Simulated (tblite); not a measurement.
Species: C5H7 (doublet state).
Atom-mapped SMILES: `[CH:1]#[C:2][CH:3][CH2:4][CH3:5]` (hydrogens: H6 on C1; H7 on C3; H8, H9 on C4; H10, H11, H12 on C5)

Structure optimised with GFN2-xTB, isolated species. This method treats the open shell by occupation alone, without spin polarisation.

(1) What internal coordinates does the optimisation give?

Results:

(1) 
```csv
bond,length (bohr),order
C1≡C2,2.301,triple
C2–C3,2.567,single
C3–C4,2.811,single
C4–C5,2.896,single
C1–H6,1.981,single
C3–H7,2.041,single
"C4–H8, C4–H9",2.068,single
"C5–H10, C5–H11, C5–H12",2.056,single
```

Bonds in one row agree within 0.02 bohr and their mean is given. Orders are formal, as drawn. A selection of angles:
```csv
angle,degrees
C2–C1–H6,179.2
C1–C2–C3,179.0
C2–C3–C4,122.9
C2–C3–H7,119.0
C4–C3–H7,118.1
C3–C4–C5,111.5
C3–C4–H8,109.8
C5–C4–H8,109.9
C5–C4–H9,108.2
H8–C4–H9,108.0
C4–C5–H10,110.3
C4–C5–H12,110.5
H10–C5–H11,108.6
H10–C5–H12,108.5
```

Dihedral angles: C2–C3–C4–C5 122° (anticlinal). The mirror-image conformer, all signs reversed, is as good.

The C–C distances run from 1.218 Å (C1≡C2, drawn triple) to 1.533 Å (C4–C5, drawn single), a spread of 0.315 Å. C3 (carbon bonded to 2 C and H) is planar (angles 122.9°, 119.0° and 118.1°, sum 360.0°, 0.01 Å off the plane of its three neighbours).

Point group: C1 (no symmetry element, even within 0.4 Å). Its GFN2-xTB frequencies are all real (lowest 39 cm⁻¹). 3 starts were optimised and ended at 0.00, 0.03 and 0.15 kcal/mol (GFN2-xTB); the lowest of these is shown.

The numbers are calculated, not measured.
